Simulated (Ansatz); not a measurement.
Relaxation of CH4BO (7 atoms, charge 0, multiplicity 2), to a largest force component of 0.015 eV/Å in at most 40 steps.

Method: Ansatz 0.2.0, UKS PBE-D4/def2-mTZVP.

```xyz
7
Properties=species:S:1:pos:R:3
B -1.350 -0.263 -0.396
C 0.105 0.077 0.029
O 0.240 0.883 1.199
H -2.154 0.529 -0.671
H 0.655 -0.870 0.178
H 0.605 0.584 -0.817
H 1.175 1.032 1.377
```

Task: Where does it end, and by what steps?

Result: The run converged. The force dipped under the threshold on the way, but the program's further checks kept it going. After 9 steps the energy has fallen by 0.290 eV; H4 moved furthest, 0.39 Å.

| step | energy less start (eV) | largest force component (eV/Å) | accepted |
| --- | --- | --- | --- |
| 0 | 0.0000 | 1.024 | yes |
| 1 | -0.2140 | 0.822 | yes |
| 2 | -0.1893 | 1.097 | no |
| 3 | -0.2583 | 0.738 | yes |
| 4 | -0.2820 | 0.303 | yes |
| 5 | -0.2808 | 0.205 | no |
| 6 | -0.2869 | 0.036 | yes |
| 7 | -0.2880 | 0.074 | yes |
| 8 | -0.2894 | 0.014 | yes |
| 9 | -0.2896 | 0.011 | yes |

```xyz
7
Properties=species:S:1:pos:R:3
B -1.243 -0.070 -0.644
C 0.151 0.112 -0.024
O 0.200 0.986 1.123
H -2.321 0.367 -0.364
H 0.535 -0.907 0.217
H 0.828 0.463 -0.838
H 1.127 1.021 1.429
```

The run took 31 s on 1 thread of AMD EPYC 7R43 64-Core Processor (Zen 3), with other jobs on the host, peak memory 0.15 GiB.
